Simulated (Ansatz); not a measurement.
# AlNH₃ (quartet): from Hartree-Fock to the top rungs at distance Al1–H4 along a hydrogen transfer = 1.586 Å, cc-pVDZ

An exercise on one series of results from a longer session: the logs are not shown, and one member is left open.

Method: cc-pVDZ, core rule «outside noble gas», up to 6 orbitals frozen; program: Ansatz 0.2.0, Gaussian basis.

Plan: UHF; CCSD(T) on ROHF; CCSD(T) on UHF; BCCD(T) on ROHF; CISD; CCSDT(Q) on ROHF; CCSDT(Q) on UHF; CASSCF and MRCISD+Q, 5 electrons in 5 orbitals; CASSCF and NEVPT2, 5 electrons in 5 orbitals.

13 further runs of the same task are left out: 9 for a known fault of the program, 4 that didn't finish.

## What is computed

The geometry derives from fragments relaxed apart (PBE0/def2-TZVP) and kept rigid, so it is no stationary point. A hydrogen atom is moved between rigid fragments.

5 atoms, charge 0, spin multiplicity 4.

Atoms are counted from 1 here; the program's logs count them from 0.

Bond lengths: Al1–H2 1.586 Å, Al1–H3 1.586 Å, Al1–H4 1.586 Å. Angles: H2–Al1–H3 120.0°, H2–Al1–H4 120.0°, H3–Al1–H4 120.0°.

The first run:

Contents of in.yaml:

```yaml
crystal:
  periodic: [false, false, false]
  atoms:
    - {symbol: Al, position_ang: [-1.079175, 0.000000, 0.000000]}
    - {symbol: H, position_ang: [-1.872099, 1.373384, 0.000000]}
    - {symbol: H, position_ang: [-1.872099, -1.373384, 0.000000]}
    - {symbol: H, position_ang: [0.506672, 0.000000, 0.000000]}
    - {symbol: N, position_ang: [2.311825, 0.000000, 0.000000]}
basis:
  gaussian: {orbitals: cc-pVDZ}
magnetization: {spin_polarized: true, initial_magnetization: 3}
hamiltonian: {xc: hf}
output: {orbitals: {seedname: orbitals}}
```

Started as:

```bash
$ ansatz run in.yaml --threads 1 --pin off --events-out ev --progress --plain --max-ram 2393MiB
```

Among the steps run: UHF; CCSD(T) on ROHF; CCSD(T) on UHF; BCCD(T) on ROHF; CISD; CCSDT(Q) on ROHF; CCSDT(Q) on UHF; CASSCF and MRCISD+Q, 5 electrons in 5 orbitals; CASSCF and NEVPT2, 5 electrons in 5 orbitals.

One of the session's tables, all rows but one given; the rest of the session is left out.

| method | from UCCSDT(Q) (meV) |
| --- | --- |
| ROHF | +5439.7 |
| UHF | +5340.0 |
| RMP2 | +1202.4 |
| UMP2 | ? |
| CISD | +409.9 |
| RCCSD | +83.2 |
| UCCSD | +81.1 |
| RCCSD(T) | +21.3 |
| UCCSD(T) | +19.6 |
| BCCD(T) | +21.2 |
| RCCSDT | +4.1 |
| UCCSDT | +2.3 |
| RCCSDT(Q) | +1.9 |
| UCCSDT(Q) | 0 |
| CASSCF pair | +5054.3 |
| NEVPT2 pair | +1185.6 |
| MRCISD pair | +366.0 |
| MRCISD+Q pair | -2.7 |

Estimate the missing values for UMP2.

**Answer.** from UCCSDT(Q) (meV): +1185.0. In the column «from UCCSDT(Q) (meV)» it lies between CISD (+409.9) and NEVPT2 pair (+1185.6).

Limits of these values: Restricted and unrestricted rows rest on different reference determinants; where their highest levels disagree by more than a few hundredths of an eV, they describe different states and don't form one ladder.
